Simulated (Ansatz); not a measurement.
# CPSi: the cost of one run

Computed with Ansatz 0.2.0, Gaussian basis. Level: def2-TZVPP, core rule «outside noble gas», up to 11 orbitals frozen.

To be run: UHF; ROHF; CCSD(T) on UHF.

2 further runs of the same task are left out: 2 set aside as unsound or not needed.

**1. The geometry**

The geometry is a PBE0/def2-TZVP stationary point (not a proven minimum) of the parent state, kept for this charge and spin.

3 atoms, charge 1, spin multiplicity 3.

Atoms are counted from 1 here; the program's logs count them from 0.

Bond lengths: P1–C2 1.580 Å, C2–Si3 1.754 Å. Angles: P1–C2–Si3 180.0°.

**2. UHF**

Contents of in.yaml:

```yaml
crystal:
  periodic: [false, false, false]
  atoms:
    - {symbol: P, position_ang: [0.000000, 0.000000, -1.637933]}
    - {symbol: C, position_ang: [0.000000, 0.000000, -0.058233]}
    - {symbol: Si, position_ang: [0.000000, 0.000000, 1.696167]}
basis:
  gaussian: {orbitals: def2-TZVPP}
total_charge: 1
magnetization: {spin_polarized: true, initial_magnetization: 2}
hamiltonian: {xc: hf}
output: {orbitals: {seedname: orbitals}}
```

Launch:

```console
$ ansatz run in.yaml --threads 1 --pin off --events-out ev --progress --plain --max-ram 4096MiB --backend cpu
```

**Question.** How long does this run take on 1 thread of AMD EPYC 7R13, shared host, and how much memory does it need?

About 22 s, with a peak of 0.32 GiB.
